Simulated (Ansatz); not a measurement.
Ge2H (H-bridged): how the atomization moves with the basis

Ge2H (H-bridged), doublet; coordinates (Å): Ge 0.000 -0.447 1.182; Ge 0.000 -0.447 -1.182; H 0.000 0.893 0.000. Quantity: atomization.

Ansatz 0.2.0, basis cc-pVDZ or cc-pVTZ; geometries are PBE0/def2-TZVP minima. Wave-function levels freeze the cores with the filled d shells of p-block atoms; HF, MP2 and coupled cluster are restricted for singlets and unrestricted otherwise, atoms included (their steps beyond CCSDT(Q) come from restricted open-shell runs), restricted open-shell where a d shell is frozen, Kohn–Sham unrestricted where that lies lower. MRCISD+Q stands on CASSCF in the full valence space, and MRCISD+Q is size-consistent only roughly. The reference is CCSDT(Q) or CCSDTQ (coupled cluster only where its series has nearly closed). Semilocal and hybrid functionals correlate all electrons outside any core potential and usually lie nearer their basis limit than the reference, so part of their error here is the reference's basis and frozen-core error; RPA and the MP2 part of double hybrids freeze the same cores as the reference. None of these values is a measured one. Energies are electronic, without zero-point terms. No spin–orbit coupling and no scalar relativity. The species are chosen: bound, without strong static correlation by their natural occupations or amplitudes, in their lowest spin state as far as vertical gaps and like structures tell, and with a ladder that closes on the reference, so errors are smaller than for species at large; levels whose determinant breaks symmetry or spin markedly are left out.

```csv
level,cc-pVDZ (kJ/mol),cc-pVTZ (kJ/mol)
reference,493.7 (CCSDTQ),538.3 (CCSDT(Q))
CCSD(T),490.4,535.5
MRCISD+Q,488.6,534.0
PBE,579.7,585.8
r2SCAN,573.5,582.7
PBE0,555.0,562.1
B2PLYP,532.5,551.0
RPA-PBE,467.4,496.6
```

From cc-pVDZ to cc-pVTZ the reference moves by 44.6 kJ/mol and PBE by 6.1; the step from CCSD(T) to the reference is 3.4 in the first and 2.8 in the last.
